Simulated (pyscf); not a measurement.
Structures and frequencies: ωB97X-D3(BJ)/def2-SVP in PySCF. Correlated levels are frozen-core, on RHF or UHF. ΔMP2 is the change of the MP2 total energy from the triple- to the quadruple-zeta basis.

Estimate the classical barrier height and the reaction energy of `[NH2][InH2]` → `[NH3]` + `[InH]` [singlet] at CCSD(T)/def2-TZVPP + ΔMP2(QZVPP). The step runs on the singlet surface, breaks In–N, H–In and forms H–N; take the reactant's lowest minimum found as zero.

ΔE‡ = 50.7 kcal/mol, ΔE = +3.4 kcal/mol. Zero-point energy shifts the barrier by -1.0 kcal/mol. It is a 1,1-elimination, with an imaginary mode of 1418i cm⁻¹. On the product side the descent ends in a bound adduct (not fully relaxed), 12.6 kcal/mol under the separated species and 61.2 kcal/mol under the saddle at ωB97X-D3(BJ)/def2-TZVP. At ωB97X-D3(BJ) the barrier from the zero used here is 56.6 kcal/mol. This is the saddle that the search found; another between the same sides may lie lower. The CCSD(T) − MP2 part came from Ansatz, without density fitting, on the same reference. The frozen core leaves the outer d or s,p core shells of the metals and heavy elements correlated in the MP2 and CC values, and def2-TZVPP describes them poorly, which can shift differences by a few kcal/mol. Elements past Kr carry the def2 core potentials, without spin-orbit coupling.
